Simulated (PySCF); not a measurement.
Input of a run (PBE0-D3(BJ)/def2-SVP geometry optimisation, gas phase (PySCF 2.14.0)), started from GFN2-xTB:
```
{"job": {"xc": "PBE0", "basis": "def2-SVP", "d3": "d3bj", "grid": 1, "shake": 0.01, "kind": "geom"}, "charge": 0, "multiplicity": 1}
F     -2.549830    -0.841320     0.809950
C     -2.042370    -0.036790    -0.194490
C     -0.614590     0.035200    -0.097300
C      0.625600     0.072630     0.078570
C      2.032990     0.092860     0.179440
F      2.625260    -0.559230    -0.862300
H     -2.320160    -0.486930    -1.147360
H     -2.468000     0.969730    -0.093460
H      2.357180    -0.396320     1.130010
H      2.404350     1.129250     0.175890
```

Output (energies in Eh, forces in Eh/bohr):
```
step   0  E = -353.77944262  max force = 0.109031
step   1  E = -353.78260054  max force = 0.016276
step   2  E = -353.78386111  max force = 0.011307
step   3  E = -353.78531704  max force = 0.004745
step   4  E = -353.78549776  max force = 0.001001
step   5  E = -353.78553241  max force = 0.000386
step   6  E = -353.78554482  max force = 0.000430
optimisation converged
```

Q: Summarise the run.

A: The energy falls by 0.166 eV over 7 energy and gradient evaluations, the largest force component goes from 0.1090 to 4.3e-04 Eh/bohr, and the atoms move by 0.051 Å rms after alignment. The bond that changes most is C4–C5 (alkyne carbon to sp3 C–F carbon), which lengthens by 0.045 Å. Bonds longer at the end by more than 0.005 Å: 4 of 9; shorter: 3. Among the angles that change most is C2–C3–C4, from 175.7° to 179.4°. The energy never rose by more than 1e-6 Eh on the way. The first step brought 52 % of the lowering.

Q: What are the final bond lengths?

A: F1–C2 1.369 Å, C2–C3 1.456 Å, C3≡C4 1.212 Å, C4–C5 1.456 Å, C5–F6 1.369 Å, C2–H7 1.104 Å, C2–H8 1.104 Å, C5–H9 1.104 Å, C5–H10 1.104 Å. Numbering counts from 1 in the input's order; the species is `FCC#CCF`.

The run used 104 basis functions and 50 SCF cycles in all.

PBE0-D3(BJ)/def2-SVP frequencies: not computed here.
